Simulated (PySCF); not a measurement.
Gas-phase reaction: H3SiNH2 + 2 C3H4 (allene) → H2SiNH + 2 C3H5 (allyl)

Method: PySCF energies plus ideal-gas RRHO corrections (1 bar). S°(298 K) at PBE0/def2-TZVP differs from the NASA 1993 table for C3H5 (allyl) (-17 J/mol/K); whether the harmonic model or the table's entry is off was not settled. † marks an energy on the PBE0/def2-TZVP geometry and frequencies; other levels use their own. MP2 and CCSD(T) freeze the core. Open shells (unrestricted): C3H5 (allyl) (multiplicity 2); the rest are closed-shell singlets. H3SiNH2, H2SiNH: computed as isolated molecules; such fragments, hydroxides, amides, oligomers or adducts are transient or little studied in the gas. MP2 isn't extrapolated to the basis-set limit; its ΔH°(298 K) is 198.1 kJ in def2-SVP and 217.0 kJ in def2-TZVPP. CCSD(T) isn't extrapolated to the basis-set limit; its ΔH°(298 K) is 155.5 kJ in def2-SVP and 169.2 kJ in def2-TZVPP. The harmonic model lacks anharmonicity and excited electronic states, which grow with temperature; levels with a mode under 35 cm⁻¹ are left out. Internal rotation in H3SiNH2 is treated as a harmonic vibration of one conformer, which makes the entropy rough. Warning, spin contamination: C3H5 (allyl) (CCSD(T)/def2-TZVPP†, MP2/def2-SVP†, MP2/def2-TZVPP†).

| level | ΔE electronic, kJ | ΔH°(298 K), kJ | ΔS°(298 K), J/K | ΔG°(1400 K), kJ |
|---|---|---|---|---|
| CCSD(T)/def2-TZVPP† | 168 | 169 | 12 | 155 |
| MP2/def2-SVP† | 197 | 198 | 12 | 184 |
| MP2/def2-TZVPP† | 216 | 217 | 12 | 203 |
| PBE0/def2-QZVP† | 152 | 153 | 12 | 139 |
| PBE0/def2-TZVP | 152 | 153 | 12 | 139 |
| r2SCAN/def2-TZVP† | 132 | 133 | 12 | 119 |
ΔH° is lowest at r2SCAN/def2-TZVP† and highest at MP2/def2-TZVPP†. No reference value is set beside these.
